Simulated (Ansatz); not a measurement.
Cost and result for the atomization energy of C$_{2}$H$_{7}$NO (`COCN`) (11 atoms, 10 bonds).

Z-matrix (Å, degrees):
```
C
O 1 1.400
H 1 1.100 2 111.4
H 1 1.090 2 107.6 3 119.0
H 1 1.098 2 112.4 3 -122.0
C 2 1.415 1 113.6 3 55.3
N 6 1.428 2 116.9 1 70.1
H 6 1.091 2 104.6 1 -169.4
H 6 1.099 2 109.3 1 -53.1
H 7 1.011 6 111.6 2 54.6
H 7 1.010 6 112.9 2 -68.6
```

The species carries charge 0 and has multiplicity 1. The geometry is a stationary point of PBE0-D4/def2-TZVP. It is one conformer, not always the lowest. Program: Ansatz. Hardware: A = 2 threads of an AMD EPYC 7R13 on a shared host; B = 2 threads of an AMD EPYC 7R13 on a shared host and a share of an NVIDIA H100 80 GB. Times are those of one run each, without the atoms' runs, and a repeat can differ threefold. Electronic energies, without spin–orbit coupling; frozen cores. CCSD(T)/CBS extrapolates def2-TZVPP and def2-QZVPP, and its time is that of the two runs behind it. T1 = 0.010. B3LYP takes the VWN-RPA correlation (the form of Gaussian; ORCA's B3LYP/G).

CCSD(T)/CBS is a level of theory with its own doubt, some kJ/mol a heavy atom from the limit and from the frozen cores, so smaller differences don't rank the functionals.

| level | functions | wall time |
| --- | --- | --- |
| PBE-D4/def2-TZVPP (with forces) [A] | 222 | 2.4 s |
| PBE0-D4/def2-TZVPP [A] | 222 | 2.6 s |
| B3LYP-D4/def2-TZVPP (with forces) [A] | 222 | 3.9 s |
| r2SCAN-D4/def2-TZVPP (with forces) [A] | 222 | 4.1 s |
| B2PLYP/def2-TZVPP [A] | 222 | 5.5 s |
| ωB97X-V/def2-TZVPP [A] | 222 | 6.5 s |
| ωB97M-V/def2-TZVPP (with forces) [A] | 222 | 9 s |
| CCSD(T)/def2-TZVPP [B] | 222 | 16 s |
| CCSD(T)/def2-QZVPP [B] | 438 | 47 s |
| CCSD(T)/CBS(def2) | – | 62 s |

**Question.** What atomization energy does each give, and how far from CCSD(T)/CBS? (An estimate is asked.)

**Answer.** Computed: 
```
                                 level  atomization (kcal/mol)  difference from CCSD(T)/CBS  per bond
   PBE-D4/def2-TZVPP (with forces) [A]                   995.0                         24.6       2.5
                PBE0-D4/def2-TZVPP [A]                   973.7                          3.3       0.3
 B3LYP-D4/def2-TZVPP (with forces) [A]                   974.4                          4.0       0.4
r2SCAN-D4/def2-TZVPP (with forces) [A]                   970.2                         -0.2       0.0
                 B2PLYP/def2-TZVPP [A]                   962.9                         -7.5      -0.8
                ωB97X-V/def2-TZVPP [A]                   974.3                          3.9       0.4
  ωB97M-V/def2-TZVPP (with forces) [A]                   975.3                          4.9       0.5
                CCSD(T)/def2-TZVPP [B]                   945.9                        -24.5      -2.5
                CCSD(T)/def2-QZVPP [B]                   960.4                        -10.0      -1.0
                     CCSD(T)/CBS(def2)                   970.4                          0.0       0.0
```

From PBE to PBE0 (25 % exact exchange), in def2-TZVPP and without D4, the atomization energy moves by −20.7 kcal/mol: exact exchange takes away binding that semilocal exchange gives to molecules. In def2-TZVPP, CCSD(T) changes the Hartree–Fock value by +262.9 kcal/mol (the triples alone add +13.9 kcal/mol) and MP2 by +274.3 kcal/mol; breaking electron pairs costs correlation energy, which Hartree–Fock lacks. The D4 term adds +5.7 kcal/mol with B3LYP and +2.9 kcal/mol with PBE0; it sums over pairs of atoms, weighted by their polarisabilities, and B3LYP, whose exchange is more repulsive, gets the larger term.
